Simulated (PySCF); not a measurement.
## Reproducing measurements on methylcyclopropane

**Measured values to compare with.**

From NIST CCCBDB Release 22 (SRD 101), experimental dipoles, for the gas: dipole moment 0.139 D.

The results are set against them at the end.

Methylcyclopropane, C₄H₈.
Numbering: `[CH3:1][CH:2]1[CH2:3][CH2:4]1` (hydrogens: H5, H6, H7 on C1; H8 on C2; H9, H10 on C3; H11, H12 on C4)

Geometry (GFN2-xTB, Å), atoms numbered from 1 in this order:
```
atom  x, y, z in Å
C1     1.464    0.125    0.110
C2     0.121   -0.194   -0.497
C3    -0.985   -0.713    0.369
C4    -1.061    0.675   -0.193
H5     2.079   -0.772    0.169
H6     1.343    0.527    1.113
H7     1.993    0.860   -0.496
H8     0.184   -0.597   -1.501
H9    -1.647   -1.467   -0.030
H10   -0.794   -0.821    1.426
H11   -1.774    0.874   -0.979
H12   -0.922    1.503    0.484
```

Runs made with PySCF (gas phase, on this GFN2-xTB geometry; no spin–orbit coupling):

```json
{"level": "PBE0/def2-SVPD", "job": "8 singlets by full TDDFT, 3 Tamm–Dancoff triplets, polarisability", "basis functions": "144", "wall time": "11 s"}
```

Hardware: Arm Neoverse V1, one thread, no GPU, on a shared host.

**Comparison with experiment**

**Dipole moment.** Measured: 0.139 D (NIST CCCBDB Release 22 (SRD 101), experimental dipoles).

```
         level  computed (D)  computed − measured (D)
PBE0/def2-SVPD         0.126                   -0.013
```

The computed dipoles belong to one fixed geometry; measured ones are averaged over vibrations unless marked μe. Magnitudes are compared, not signs.

The geometry is computed, not the measured one. Where a level misses, the cause wasn't examined.
